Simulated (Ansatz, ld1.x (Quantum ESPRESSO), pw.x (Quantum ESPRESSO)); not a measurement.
# magnesium: does the TM potential hold in the solid?

* Element: Mg
* Generator: ld1.x (Quantum ESPRESSO) 7.5
* Type: norm-conserving Troullier–Martins (Kleinman–Bylander form)
* Functional: PBEsol
* Relativity: scalar-relativistic
* Frozen core: [Ne]
* Valence charge: 2
* Reference configuration: 3s2 3p0
* Partial waves: 3s (bound): rc 1.70 bohr; 3p (bound, empty): rc 2.15 bohr; 3d channel at 0.15 Ry: rc 2.30 bohr
* Local potential: the d channel
* Core correction: a·sin(br)/r model core inside 1.60 bohr

Atomic tests: cutoffs needed: 15 Ry and 40 Ry (the cutoffs (Ry, on a coarse ladder) from which the occupation-weighted sum of valence levels, in a spherical-Bessel basis at the reference potential, stays within 10 and 1 mRy of its value at 400 Ry); ghost test: no extra level below or beside the all-electron valence levels (s, p, d, f tested) (spherical-Bessel basis up to 400 Ry, 20 bohr box); largest excitation error: +6.9 meV (all-electron minus pseudo) for 3s0 3p1, out of 5 test configurations.

Crystal test: bcc Mg in pw.x 7.5, no spin, 13³ k-points, Fermi–Dirac smearing 0.01 Ry, cutoffs 50/200 Ry. The reference is all-electron LAPW (Ansatz 0.2.0) with the same functional, mesh and smearing; V0 and B0 come from Birch–Murnaghan fits to the pressures at five volumes. Errors are pseudo minus all-electron; Δ is the rms difference of the E(V) curves that follow from these fits, minima aligned, over ±6 % about the mean V0. Mesh and smearing are coarse, so the numbers serve the comparison and aren't converged zero-temperature values; the lattice is a test structure that the element need not adopt.

All-electron: a0 = 3.559 Å (V0 = 22.55 Å³/atom), B0 = 36.1 GPa.

Problem. How far does the potential miss the all-electron equation of state?

Solution. mean pressure error (GPa): -0.44; a0 (Å): 3.545; a0 error (%): -0.41; B0 error (%): +1.1; Δ (meV/atom): 2.2.

| V (Å³/atom) | P all-electron (GPa) | P pseudo (GPa) |
| --- | --- | --- |
| 21.324 | 2.25 | 1.73 |
| 21.885 | 1.14 | 0.66 |
| 22.446 | 0.16 | -0.28 |
| 23.007 | -0.70 | -1.11 |
| 23.568 | -1.46 | -1.84 |

Problem. At the middle volume, how do free energy and pressure move when the wave cutoff is lowered (ecutrho kept at four times it)?

Solution.

```csv
cutoff (Ry),shift of F (meV/atom),shift of P (GPa)
22,+19.7,-0.33
30,+8.7,+0.07
40,+4.4,-0.03
```

The run at the middle volume (84 k-points, 6 iterations) took about 6 s on one core of a shared host (Neoverse-V2, 96 threads, 371 GiB, load 67).
